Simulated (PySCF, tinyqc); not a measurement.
CISD on RHF in the sto-3g basis, for HF, spin multiplicity 1, step by step. The lowest restricted solution is unstable here: a spin-polarised one lies 0.1322 hartree lower (PySCF). Computed by tinyqc, a small Python program that keeps every step (integrals from PySCF). Settings: charge = 0, multiplicity = 1, basis = sto-3g, method = RHF, energy threshold = 1e-10, iteration cap = 65, orthogonalisation = symmetric, start = atomic densities, DIIS depth = 6, ci = CISD. Command: `OMP_NUM_THREADS=1 python tinyqc.py 30880 30881 out.jsonl` (the two numbers bound the seeds that draw the settings). One thread of a shared host (Intel(R) Xeon(R) Processor @ 2.60GHz), about 0.1 s of CPU time with the checks. The early iterations of the SCF are left out here.

## One-electron integrals

Geometry (angstrom):
```
atom         x         y         z
F     0.000000  0.000000  0.000000
H     0.000000  0.000000  1.747000
```

Basis sto-3g: exponents (1/bohr^2) and contraction coefficients of normalised primitives:
```
element  l (shell)    exponent  coefficient
F            s (1)  166.679130     0.154329
F            s (1)   30.360812     0.535328
F            s (1)    8.216821     0.444635
F            s (2)    6.464803    -0.099967
F            s (2)    1.502281     0.399513
F            s (2)    0.488588     0.700115
F            p (3)    6.464803     0.155916
F            p (3)    1.502281     0.607684
F            p (3)    0.488588     0.391957
H            s (1)    3.425251     0.154329
H            s (1)    0.623914     0.535328
H            s (1)    0.168855     0.444635
```

Overlap, kinetic and nuclear-attraction integrals over the contracted functions; the nuclear repulsion is the sum of Za Zb / Rab.

nuclear repulsion = 2.72615621 hartree

overlap S, lower triangle:
```
           1F 1s     1F 2s    1F 2px    1F 2py    1F 2pz     2H 1s
1F 1s   1.000000
1F 2s   0.237990  1.000000
1F 2px  0.000000  0.000000  1.000000
1F 2py  0.000000  0.000000  0.000000  1.000000
1F 2pz  0.000000  0.000000  0.000000  0.000000  1.000000
2H 1s   0.007422  0.100078  0.000000  0.000000  0.097576  1.000000
```

kinetic energy T (hartree), lower triangle:
```
            1F 1s      1F 2s    1F 2px    1F 2py     1F 2pz     2H 1s
1F 1s   36.984577
1F 2s   -0.212858   1.037995
1F 2px   0.000000   0.000000  3.248015
1F 2py   0.000000   0.000000  0.000000  3.248015
1F 2pz   0.000000   0.000000  0.000000  0.000000   3.248015
2H 1s   -0.001997  -0.019392  0.000000  0.000000  -0.003753  0.760032
```

nuclear attraction V (hartree), lower triangle:
```
             1F 1s       1F 2s      1F 2px      1F 2py      1F 2pz      2H 1s
1F 1s   -77.312486
1F 2s    -9.248897  -11.844102
1F 2px    0.000000    0.000000  -11.745283
1F 2py    0.000000    0.000000    0.000000  -11.745283
1F 2pz   -0.004149   -0.051906    0.000000    0.000000  -11.764563
2H 1s    -0.295631   -0.772612    0.000000    0.000000   -0.615301  -3.949147
```

core Hamiltonian H = T + V (hartree), lower triangle:
```
             1F 1s       1F 2s     1F 2px     1F 2py     1F 2pz      2H 1s
1F 1s   -40.327909
1F 2s    -9.461755  -10.806106
1F 2px    0.000000    0.000000  -8.497268
1F 2py    0.000000    0.000000   0.000000  -8.497268
1F 2pz   -0.004149   -0.051906   0.000000   0.000000  -8.516548
2H 1s    -0.297628   -0.792003   0.000000   0.000000  -0.619054  -3.189115
```

## Two-electron integrals

Functions are numbered as in S; the eight-fold symmetry (ij|kl) = (ji|kl) = (kl|ij) leaves the list below.

Two-electron integrals (ij|kl) in chemists' order, unique and non-zero (hartree):
```
(11|11) 5.403501   (21|11) 0.841920   (21|21) 0.156299   (22|11) 1.268028
(22|21) 0.292344   (22|22) 0.926167   (31|31) 0.027998   (32|31) 0.043169
(32|32) 0.204588   (33|11) 1.264502   (33|21) 0.292403   (33|22) 0.925959
(33|33) 0.997514   (41|41) 0.027998   (42|41) 0.043169   (42|42) 0.204588
(43|43) 0.053770   (44|11) 1.264502   (44|21) 0.292403   (44|22) 0.925959
(44|33) 0.889973   (44|44) 0.997514   (51|51) 0.027998   (52|51) 0.043169
(52|52) 0.204588   (53|53) 0.053770   (54|54) 0.053770   (55|11) 1.264502
(55|21) 0.292403   (55|22) 0.925959   (55|33) 0.889973   (55|44) 0.889973
(55|55) 0.997514   (61|11) 0.026585   (61|21) 0.004896   (61|22) 0.009110
(61|33) 0.009100   (61|44) 0.009100   (61|51) 0.000185   (61|52) 0.000350
(61|55) 0.009131   (61|61) 0.000155   (62|11) 0.080335   (62|21) 0.018826
(62|22) 0.068366   (62|33) 0.067425   (62|44) 0.067425   (62|51) 0.001244
(62|52) 0.010597   (62|55) 0.070178   (62|61) 0.000598   (62|62) 0.006792
(63|31) 0.001811   (63|32) 0.011409   (63|53) 0.002169   (63|63) 0.000952
(64|41) 0.001811   (64|42) 0.011409   (64|54) 0.002169   (64|64) 0.000952
(65|11) 0.061862   (65|21) 0.014666   (65|22) 0.057155   (65|33) 0.055024
(65|44) 0.055024   (65|51) 0.002554   (65|52) 0.018890   (65|55) 0.061354
(65|61) 0.000480   (65|62) 0.006991   (65|65) 0.008073   (66|11) 0.302488
(66|21) 0.071980   (66|22) 0.301809   (66|33) 0.295869   (66|44) 0.295869
(66|51) 0.004092   (66|52) 0.050527   (66|55) 0.313625   (66|61) 0.002282
(66|62) 0.042240   (66|65) 0.051581   (66|66) 0.774606
```

## Orthogonalisation

S = U s U^T; symmetric (Loewdin) form X = U s^(-1/2) U^T, so that X^T S X = 1.

eigenvalues of S: 0.741565  0.908170  1.000000  1.000000  1.085978  1.264288

X, lower triangle:
```
            1F 1s      1F 2s    1F 2px    1F 2py     1F 2pz     2H 1s
1F 1s    1.022233
1F 2s   -0.123918   1.026188
1F 2px   0.000000   0.000000  1.000000
1F 2py   0.000000   0.000000  0.000000  1.000000
1F 2pz  -0.000485   0.003820  0.000000  0.000000   1.003623
2H 1s    0.005559  -0.051849  0.000000  0.000000  -0.049399  1.007503
```

## Iteration 8 (converged): orbitals

converged F (hartree), lower triangle:
```
             1F 1s      1F 2s     1F 2px     1F 2py     1F 2pz      2H 1s
1F 1s   -25.922505
1F 2s    -6.625916  -3.007243
1F 2px    0.000000   0.000000  -0.465706
1F 2py    0.000000   0.000000   0.000000  -0.465706
1F 2pz   -0.007099   0.002813   0.000000   0.000000  -0.140226
2H 1s    -0.211970  -0.248696   0.000000   0.000000  -0.255457  -0.140359
```

Diagonalise F' = X^T F X, C = X C', fill 5 alpha and 5 beta electrons from the bottom; D = 2 C_occ C_occ^T. Each column has its largest component positive (the first on a tie).

F' = X^T F X (hartree), lower triangle:
```
            1          2          3          4          5          6
1  -25.457598
2   -3.377893  -1.856232
3    0.000000   0.000000  -0.465706
4    0.000000   0.000000   0.000000  -0.465706
5   -0.011778   0.020666   0.000000   0.000000  -0.116169
6    0.001711  -0.128240   0.000000   0.000000  -0.246253  -0.098826
```

orbital energies (hartree): MO1 -25.931547, MO2 -1.394791, MO3 -0.465706, MO4 -0.465706, MO5 -0.348922, MO6 0.146434

coefficients C:
```
              MO1        MO2       MO3        MO4        MO5        MO6
1F 1s    0.995102  -0.262995  0.000000   0.000000   0.020872   0.022737
1F 2s    0.019839   1.023396  0.000000   0.000000  -0.103290  -0.112772
1F 2px   0.000000   0.000000  0.015649   0.999878   0.000000   0.000000
1F 2py   0.000000   0.000000  0.999878  -0.015649   0.000000   0.000000
1F 2pz   0.000367   0.000670  0.000000   0.000000   0.696771  -0.724032
2H 1s   -0.001084   0.046807  0.000000   0.000000   0.654776   0.767658
```

D after iteration 8, lower triangle:
```
            1F 1s      1F 2s    1F 2px    1F 2py    1F 2pz     2H 1s
1F 1s    2.119662
1F 2s   -0.503125   2.116805
1F 2px   0.000000   0.000000  2.000000
1F 2py   0.000000   0.000000  0.000000  2.000000
1F 2pz   0.029465  -0.142553  0.000000  0.000000  0.970981
2H 1s    0.000555  -0.039503  0.000000  0.000000  0.912520  0.861848
```

Within a degenerate level the vectors are fixed only up to a rotation; this is one choice.

## Convergence

Stop when the energy changes by less than 1e-10 hartree and every element of the error matrix X^T (F D S - S D F) X is below 3e-06.

Course of the cycle:
```
iteration   E (hartree)     change  largest element of the error matrix
1          -98.93672517          -                             2.84e-01
2          -98.15057085   7.86e-01                             3.87e-01
3          -98.30668933  -1.56e-01                             1.73e-01
4          -98.32744339  -2.08e-02                             2.98e-02
5          -98.32794022  -4.97e-04                             1.31e-02
6          -98.32805347  -1.13e-04                             7.18e-05
7          -98.32805347  -4.93e-09                             1.08e-05
8          -98.32805347  -7.75e-11                             7.58e-09
```

PySCF RHF in the same basis = -98.32805347 hartree

Converged in 8 iterations.

## Integrals over molecular orbitals

(pq|rs) = sum C_ip C_jq C_kr C_ls (ij|kl), one index at a time.

one-electron integrals over orbitals h = C^T H C (hartree), lower triangle:
```
            1          2          3          4          5          6
1  -40.311027
2    0.734690  -9.089425
3    0.000000   0.000000  -8.497268
4    0.000000   0.000000   0.000000  -8.497268
5   -0.054340   0.270160   0.000000   0.000000  -6.052551
6   -0.062260   0.377122   0.000000   0.000000   2.667596  -5.647115
```

Two-electron integrals over orbitals (pq|rs), unique and non-zero (hartree):
```
(11|11) 5.365376    (21|11) -0.531154   (21|21) 0.082821    (22|11) 1.255504
(22|21) -0.024138   (22|22) 0.892270    (31|31) 0.029505    (32|31) 0.040647
(32|32) 0.194022    (33|11) 1.264034    (33|21) -0.015476   (33|22) 0.906743
(33|33) 0.997514    (41|41) 0.029505    (42|41) 0.040647    (42|42) 0.194022
(43|43) 0.053770    (44|11) 1.264034    (44|21) -0.015476   (44|22) 0.906743
(44|33) 0.889973    (44|44) 0.997514    (51|11) 0.041672    (51|21) -0.006503
(51|22) 0.002103    (51|33) 0.001235    (51|44) 0.001235    (51|51) 0.015034
(52|11) -0.061964   (52|21) 0.001980    (52|22) -0.032960   (52|33) -0.036033
(52|44) -0.036033   (52|51) 0.020570    (52|52) 0.110047    (53|31) -0.002915
(53|32) -0.012279   (53|53) 0.029007    (54|41) -0.002915   (54|42) -0.012279
(54|54) 0.029007    (55|11) 0.801912    (55|21) -0.007815   (55|22) 0.622649
(55|33) 0.609426    (55|44) 0.609426    (55|51) -0.000325   (55|52) -0.000200
(55|55) 0.599898    (61|11) 0.046063    (61|21) -0.007224   (61|22) 0.002049
(61|33) 0.001419    (61|44) 0.001419    (61|51) -0.014302   (61|52) -0.021221
(61|55) 0.001573    (61|61) 0.015856    (62|11) -0.068505   (62|21) 0.002019
(62|22) -0.038596   (62|33) -0.039801   (62|44) -0.039801   (62|51) -0.020015
(62|52) -0.093422   (62|55) -0.015200   (62|61) 0.019970    (62|62) 0.092047
(63|31) -0.003103   (63|32) -0.013019   (63|53) -0.026014   (63|63) 0.026821
(64|41) -0.003103   (64|42) -0.013019   (64|54) -0.026014   (64|64) 0.026821
(65|11) -0.479989   (65|21) 0.007629    (65|22) -0.301575   (65|33) -0.296948
(65|44) -0.296948   (65|51) 0.000913    (65|52) 0.045174    (65|55) -0.076427
(65|61) -0.002504   (65|62) 0.013849    (65|65) 0.287108    (66|11) 0.773748
(66|21) -0.008121   (66|22) 0.590787    (66|33) 0.579308    (66|44) 0.579308
(66|51) 0.004941    (66|52) 0.023250    (66|55) 0.597950    (66|61) -0.003841
(66|62) -0.031865   (66|65) -0.035172   (66|66) 0.611110
```

## CISD: determinants and Hamiltonian

Hartree-Fock energy = -98.32805347 hartree

Slater-Condon rules over spin orbitals, with the nuclear repulsion added and E(HF) subtracted on the diagonal. Only determinants linked to the reference directly or through others are kept (one block of an abelian symmetry group), so some states are absent.

Occupation strings over the orbitals (2 doubly, a alpha, b beta, 0 empty; spin orbitals ordered 1a 1b 2a 2b ...): 222220 2222ab 2a222b a2222b 2222ba 2b222a b2222a 222202 2a22b2 a222b2 222022 220222 2b22a2 202222 ab2222 b222a2 ba2222 022222

H - E(HF) between determinants (hartree), lower triangle:
```
           222220     2222ab     2a222b     a2222b     2222ba     2b222a     b2222a     222202
222220   0.000000
2222ab   0.000000   0.184514
2a222b   0.000000  -0.009401   1.042485
a2222b   0.000000  -0.007445   0.028092  25.320089
2222ba   0.000000  -0.287108  -0.013849   0.002504   0.184514
2b222a   0.000000  -0.013849  -0.092047  -0.019970  -0.009401   1.042485
b2222a   0.000000   0.002504  -0.019970  -0.015856  -0.007445   0.028092  25.320089
222202   0.287108   0.041255  -0.045174  -0.000913  -0.041255   0.045174   0.000913   0.384137
2a22b2  -0.013849   0.045174  -0.266403   0.007629  -0.016665   0.093422   0.020015   0.032851
a222b2   0.002504   0.000913   0.007629  -0.444817  -0.005414   0.021221   0.014302   0.012711
222022   0.026821   0.026014   0.013019   0.003103  -0.026014  -0.013019  -0.003103   0.029007
220222   0.026821   0.026014   0.013019   0.003103  -0.026014  -0.013019  -0.003103   0.029007
2b22a2   0.013849  -0.016665   0.093422   0.020015   0.045174  -0.266403   0.007629  -0.032851
202222   0.092047   0.093422   0.006730  -0.002019  -0.093422  -0.006730   0.002019   0.110047
ab2222  -0.019970  -0.020015   0.002019  -0.036639   0.021221  -0.005890   0.007224  -0.020570
b222a2  -0.002504  -0.005414   0.021221   0.014302   0.000913   0.007629  -0.444817  -0.012711
ba2222   0.019970   0.021221  -0.005890   0.007224  -0.020015   0.002019  -0.036639   0.020570
022222   0.015856   0.014302   0.007224  -0.049904  -0.014302  -0.007224   0.049904   0.015034

           2a22b2     a222b2     222022     220222     2b22a2     202222     ab2222     b222a2
2a22b2   1.272021
a222b2   0.028398  25.545927
222022   0.012279   0.002915   0.569315
220222   0.012279   0.002915   0.053770   0.569315
2b22a2  -0.110047  -0.020570  -0.012279  -0.012279   1.272021
202222   0.065612  -0.001980   0.194022   0.194022  -0.065612   2.406775
ab2222   0.001980  -0.094615  -0.040647  -0.040647   0.010283  -0.012074  26.864653
b222a2  -0.020570  -0.015034  -0.002915  -0.002915   0.028398   0.001980   0.006503  25.545927
ba2222   0.010283   0.006503   0.040647   0.040647   0.001980   0.012074  -0.082821  -0.094615
022222   0.006503  -0.029286   0.029505   0.029505  -0.006503   0.082821   0.494941   0.029286

           ba2222     022222
ba2222  26.864653
022222  -0.494941  55.069168
```

## CISD: roots

Diagonalise (each vector has its largest component positive (the first on a tie)); all determinants have Ms = 0, so triplets appear too. The lowest singlet root is the correlation energy.

lowest roots of this matrix, relative to E(HF) (hartree): -0.156569  -0.103602  0.437097  0.513049  0.515544  0.608835  0.853441  0.882404

lowest vectors:
```
           root 1     root 2     root 3     root 4
222220   0.879711   0.000000  -0.231959   0.347235
2222ab   0.032524   0.706841   0.637106   0.216123
2a222b  -0.012274   0.013271  -0.049149   0.066307
a2222b   0.000030   0.000150   0.000330   0.000075
2222ba  -0.032524   0.706841  -0.637106  -0.216123
2b222a   0.012274   0.013271   0.049149  -0.066307
b2222a  -0.000030   0.000150  -0.000330  -0.000075
222202  -0.472052   0.000000  -0.341449   0.692775
2a22b2   0.014543  -0.014112  -0.049294   0.002341
a222b2   0.000109   0.000116   0.000126  -0.000319
222022  -0.011750   0.000000  -0.062839  -0.385531
220222  -0.011750   0.000000  -0.062839  -0.385531
2b22a2  -0.014543  -0.014112   0.049294  -0.002341
202222  -0.012589   0.000000  -0.014511  -0.000095
ab2222   0.000309  -0.000023   0.000353  -0.000067
b222a2  -0.000109   0.000116  -0.000126   0.000319
ba2222  -0.000309  -0.000023  -0.000353   0.000067
022222  -0.000115   0.000000  -0.000063  -0.000005
```

<S^2> of these roots: 0.000000  2.000000  0.000000  0.000000  0.000000  0.000000  2.000000  0.000000

weight of the ground state by excitation level 0, 1, 2, ...: 0.773892  0.002417  0.223691

With one virtual orbital singles and doubles already span the full space. The reference has a weight of only 0.77: one determinant is a poor start here. A root of higher spin lies below E(HF).
